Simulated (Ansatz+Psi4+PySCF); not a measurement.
Values are calculated unless marked as measured or tabulated.
## PySCF 2.14.0 run

```python
from pyscf import gto, scf, mp

mol = gto.M(atom="""
B 1.264760 -0.441380 -0.211850
N 0.300000 0.300000 0.300000
B -0.664760 1.041380 0.811850
""", basis='cc-pvtz', charge=0, spin=1)
mf = scf.UHF(mol)
mf.kernel()
pt = mp.MP2(mf, frozen=3).run()
print(mf.e_tot, pt.e_corr, pt.e_tot)
```

The script is written out from the run's settings.

The run gave:

| Property | Result |
| --- | --- |
| Converged | yes |
| Reference energy | -103.71305 hartree |
| Correlation energy | -0.35051 hartree |
| Total energy | -104.06355 hartree |
| Spin squared of the determinant | 0.796 |

Messages of the program:
```
WARN: HOMO -0.186105924321639 >= LUMO -0.186105924321639
WARN: HOMO -0.186105924321639 >= LUMO -0.186105924321639
```

The reference isn't the lowest determinant (another lies 0.63 eV lower), but the same method gives a higher total on the lower determinant.
